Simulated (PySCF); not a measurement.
BCl₃, SMILES ClB(Cl)Cl. Geometry: TPSSh-D3(BJ)/def2-SVP. The isomer is the one that the SMILES or the coordinates give; other isomers of the formula were not compared.

Computed equilibrium geometry at TPSSh-D3(BJ)/def2-SVP (PySCF confirms it by a frequency run) as Cartesian coordinates in Å, and its point group:
point group D3h.
```xyz
4

B      0.0000     0.0000     0.0000
Cl     1.7490     0.0000     0.0000
Cl    -0.8745    -1.5147     0.0000
Cl    -0.8745     1.5147     0.0000
```
